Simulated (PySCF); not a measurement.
**H2O+ (SMILES [OH2+]) at 6 levels**

Aim: a comparison of 6 runs (U-r2SCAN/6-31G*, U-wB97X-V/6-31G*, UB3LYP/6-31G*, UPBE0/6-31G*, USVWN5/6-31G*, UCCSDT/6-31G*) of H2O+. 

The calculation is run with PySCF 2.14.0.

6 further runs of the same task are left out: 1 that didn't finish, 5 set aside as unsound or not needed.

### Step 1. Starting point

H2O+ has 3 atoms, charge +1, and is taken as a doublet. SMILES: `[OH2+]`. The O1–H2 distance was set to 1.205 Å, away from the relaxed value.

Bond lengths: O1–H3 1.005 Å. A long bond or contact: O1–H2 1.205 Å.

### Step 2. The energy at U-r2SCAN/6-31G(d) (spherical functions) (run 1)

File job.py:

```python
from pyscf import gto, dft

mol = gto.M(
    atom='''
O     -0.769621     0.137657    -0.400165
H      0.926004     1.243969     0.643697
H     -0.721547    -1.750387    -0.591480
''',
    max_memory=1860,
    basis='6-31g*',
    spin=1,
    verbose=3,
    charge=1,
    unit='bohr',
)

mf = dft.UKS(mol, xc='r2scan')
mf.conv_tol = 1e-10
mf.grids.level = 5
mf.kernel()
if not mf.converged:
    mf = mf.newton().run(mf.mo_coeff, mf.mo_occ)

energy = mf.e_tot
print('E(%s) = %.9f' % ('R2SCAN', energy))
```

Command:

```bash
$ OMP_NUM_THREADS=1 python job.py
```

Standard output:

```text
WARN: HOMO -0.389463938045587 >= LUMO -0.389463938045588

converged SCF energy = -75.8986072805276  <S^2> = 0.75521491  2S+1 = 2.0052081
E(R2SCAN) = -75.898607281
```

Wall time 3.3 s (1 thread of Arm Neoverse V1, shared host); peak memory 0.19 GiB.

### Step 3. A single-point energy at U-wB97X-V/6-31G(d) (spherical functions) (run 2)

File job.py:

```python
from pyscf import gto, dft

mol = gto.M(
    atom=[
    ('O', (-0.407266, 0.072845, -0.211758)),
    ('H', (0.490020, 0.658280, 0.340630)),
    ('H', (-0.381826, -0.926265, -0.312998)),
],
    basis='6-31g*',
    spin=1,
    max_memory=1860,
    verbose=3,
    charge=1,
)

ks = dft.UKS(mol, xc='wb97x-v')
ks.nlcgrids.level = 1
ks.grids.level = 5
ks.conv_tol = 1e-10
ks.kernel()
if not ks.converged:
    ks = ks.newton().run(ks.mo_coeff, ks.mo_occ)

etot = ks.e_tot
print(f'total energy: {etot:.8f} hartree')
```

Command:

```bash
$ OMP_NUM_THREADS=1 python job.py
```

Standard output:

```text
WARN: HOMO -0.430473209097227 >= LUMO -0.430473209097225

converged SCF energy = -75.9072224690687  <S^2> = 0.753602  2S+1 = 2.0035988
total energy: -75.90722247 hartree
```

It took 6.6 s on 1 thread of Arm Neoverse V1, shared host; peak memory 0.18 GiB.

### Step 4. The energy at UB3LYP/6-31G(d) (spherical functions) (run 3)

File start.xyz:

```xyz
3

O     -0.407266     0.072845    -0.211758
H      0.490020     0.658280     0.340630
H     -0.381826    -0.926265    -0.312998
```

File calc.py:

```python
from pyscf import gto, dft

mol = gto.M(
    atom='start.xyz',
    charge=1,
    spin=1,
    max_memory=1860,
    verbose=3,
    basis='6-31g*',
)

mf = dft.UKS(mol)
mf.xc = 'b3lyp'
mf.grids.level = 5
mf.conv_tol = 1e-10
mf.kernel()
if not mf.converged:
    mf = mf.newton().run(mf.mo_coeff, mf.mo_occ)

e_final = mf.e_tot
print(f'total energy: {e_final:.8f} hartree')
```

Command:

```bash
$ OMP_NUM_THREADS=1 python calc.py
```

Standard output:

```text
converged SCF energy = -75.9369466581171  <S^2> = 0.75381567  2S+1 = 2.003812
total energy: -75.93694666 hartree
```

Wall time 2.4 s (1 thread of Arm Neoverse V1, shared host); peak memory 0.17 GiB.

Runs 4 to 5 aren't shown in full; the table further down has their settings and results.

### Step 5. A single-point energy at UCCSDT/6-31G(d) (spherical functions) (run 6)

File calc.py:

```python
from pyscf import gto, scf, cc

mol = gto.M(
    atom='''
O     -0.769621     0.137657    -0.400165
H      0.926004     1.243969     0.643697
H     -0.721547    -1.750387    -0.591480
''',
    spin=1,
    max_memory=1860,
    verbose=4,
    charge=1,
    unit='bohr',
    basis='6-31g*',
)

mf = scf.UHF(mol)
mf.conv_tol = 1e-10
mf.kernel()
if not mf.converged:
    mf = mf.newton().run(mf.mo_coeff, mf.mo_occ)

mycc = cc.CCSDT(mf, frozen=1)
mycc.kernel()
e_final = mycc.e_tot
print(f'total energy: {e_final:.8f} hartree')
```

Command:

```bash
$ OMP_NUM_THREADS=1 python calc.py
```

Standard output:

```text
PySCF version 2.14.0

[INPUT] num. atoms = 3
[INPUT] num. electrons = 9
[INPUT] charge = 1
[INPUT] spin (= nelec alpha-beta = 2S) = 1
[INPUT] symmetry False subgroup None
[INPUT] Mole.unit = bohr
[INPUT] Symbol           X                Y                Z      unit          X                Y                Z       unit  Magmom
[INPUT]  1 O     -0.407265894245   0.072844947324  -0.211758198608 AA   -0.769621000000   0.137657000000  -0.400165000000 Bohr   0.0
[INPUT]  2 H      0.490020214021   0.658280045891   0.340629783138 AA    0.926004000000   1.243969000000   0.643697000000 Bohr   0.0
[INPUT]  3 H     -0.381826229008  -0.926264910691  -0.312997736715 AA   -0.721547000000  -1.750387000000  -0.591480000000 Bohr   0.0

nuclear repulsion = 8.00147005297444
number of shells = 10
number of NR pGTOs = 35
number of NR cGTOs = 18
basis = 6-31g*
ecp = {}

[... 69 lines left out ...]
converged SCF energy = -75.5866012596275  <S^2> = 0.76256483  2S+1 = 2.0125256
[... 17 lines left out ...]
WARN: A large `blksize_v_aaa` is being used, which may cause large memory consumption
[... 3 lines left out ...]
WARN: A large `blksize_v_aab` is being used, which may cause large memory consumption
[... 6 lines left out ...]
Init t2, MP2 energy = -0.14375572233487
[... 18 lines left out ...]
UCCSDT converged
[... 3 lines left out ...]
total energy: -75.74973761 hartree
```

Run time: 3 s. Hardware: 1 thread of Arm Neoverse V1, shared host; peak memory 0.12 GiB.

### Step 6. All runs side by side

```csv
run,level,nlc grid,integration grid,energy (Eh),HOMO energy (eV),LUMO energy (eV),⟨S²⟩,wall time
1,U-r2SCAN/6-31G* (spherical functions),–,5,-75.898607,-19.94,-16.14,0.755,3.3 s
2,U-wB97X-V/6-31G* (spherical functions),1,5,-75.907222,-24.08,-12.64,0.754,6.6 s
3,UB3LYP/6-31G* (spherical functions),–,5,-75.936947,-21.14,-15.70,0.754,2.4 s
4,UPBE0/6-31G* (spherical functions),–,5,-75.856264,-21.45,-15.00,0.754,2.1 s
5,USVWN5/6-31G* (spherical functions),–,5,-75.364983,-19.38,-17.97,0.753,1.5 s
6,UCCSDT/6-31G* (spherical functions),–,–,-75.749738,-26.22,-7.49,0.763,3 s
```

### Step 7. Results

| quantity | value |
| --- | --- |
| run 6: total energy | -75.74974 Eh |
| run 6: HOMO energy (Hartree–Fock orbitals) (highest over α and β) | -26.22 eV |
| run 6: LUMO energy (Hartree–Fock orbitals) (lowest over α and β) | -7.49 eV |
| run 6: correlation energy (1 core orbital frozen) | -163.1 mEh |
| run 6: ⟨S²⟩ of the reference determinant | 0.763 |
| run 6: T1 diagnostic | 0.011 |

In words: Totals of different functionals can't be ranked against each other. All runs together took 19 s, the longest 6.6 s.
